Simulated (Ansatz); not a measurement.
Molecule (SMILES): F (HF).
Atoms: F1, H2. Bonds: F1-H2.

Basis-set convergence of the optimised F1-H2 bond length at PBE0 with Ansatz (a quantum-chemistry and plane-wave program). Cartesian d functions, on some or all atoms, in 6-31G*, 6-31+G*; all else is spherical. The program fits the integrals of some runs and decomposes those of others, by size. No added dispersion term, no relativity. Reference: the value in aug-cc-pV5Z, 0.9178 Å, itself unsure by roughly 0.0001 Å (its mean distance from pcseg-4, aug-pcseg-3, aug-cc-pVQZ). Deviations are taken from unrounded values.

| basis | functions | optimised F1-H2 bond length (Å) |
|---|---|---|
| 6-31G* | 17 | 0.9292 |
| 6-31+G* | 21 | 0.9331 |
| cc-pVDZ | 19 | 0.9223 |
| aug-cc-pVDZ | 32 | 0.9214 |
| def2-SVP | 19 | 0.9202 |
| def2-SVPD | 31 | 0.9202 |
| pcseg-1 | 19 | 0.9255 |
| aug-pcseg-1 | 32 | 0.9234 |
| 6-311G** | 24 | 0.9157 |
| 6-311+G** | 28 | 0.9177 |
| def2-TZVP | 37 | 0.9200 |
| def2-TZVPD | 49 | 0.9210 |
| cc-pVTZ | 44 | 0.9179 |
| aug-cc-pVTZ | 69 | 0.9197 |
| pcseg-2 | 44 | 0.9177 |
| aug-pcseg-2 | 69 | 0.9181 |
| def2-TZVPP | 45 | 0.9178 |
| def2-TZVPPD | 57 | 0.9185 |
| cc-pVQZ | 85 | 0.9173 |
| aug-cc-pVQZ | 126 | 0.9180 |
| def2-QZVPP | 87 | 0.9176 |
| def2-QZVPPD | 99 | 0.9178 |
| pcseg-3 | 93 | 0.9178 |
| aug-pcseg-3 | 134 | 0.9178 |
| cc-pV5Z | 146 | 0.9175 |
| aug-cc-pV5Z | 207 | 0.9178 |

What the diffuse functions change, pair by pair:
- 6-31G* to 6-31+G*: 4 more functions, deviation 0.0114 to 0.0153 Å
- cc-pVDZ to aug-cc-pVDZ: 13 more functions, deviation 0.0045 to 0.0037 Å
- def2-SVP to def2-SVPD: 12 more functions, deviation 0.0025 to 0.0024 Å
- pcseg-1 to aug-pcseg-1: 13 more functions, deviation 0.0077 to 0.0056 Å
- 6-311G** to 6-311+G**: 4 more functions, deviation -0.0020 to 0.0000 Å
- def2-TZVP to def2-TZVPD: 12 more functions, deviation 0.0023 to 0.0032 Å
- cc-pVTZ to aug-cc-pVTZ: 25 more functions, deviation 0.0002 to 0.0019 Å
- pcseg-2 to aug-pcseg-2: 25 more functions, deviation 0.0000 to 0.0004 Å
- def2-TZVPP to def2-TZVPPD: 12 more functions, deviation 0.0001 to 0.0007 Å
- cc-pVQZ to aug-cc-pVQZ: 41 more functions, deviation -0.0005 to 0.0002 Å
- def2-QZVPP to def2-QZVPPD: 12 more functions, deviation -0.0002 to 0.0001 Å
- pcseg-3 to aug-pcseg-3: 41 more functions, deviation 0.0000 to 0.0000 Å
- cc-pV5Z to aug-cc-pV5Z: 61 more functions, deviation -0.0002 to 0.0000 Å

Leaving out the reference's own pair, they bring the value nearer the reference by more than 0.0001 Å in 5 of 12 pairs.
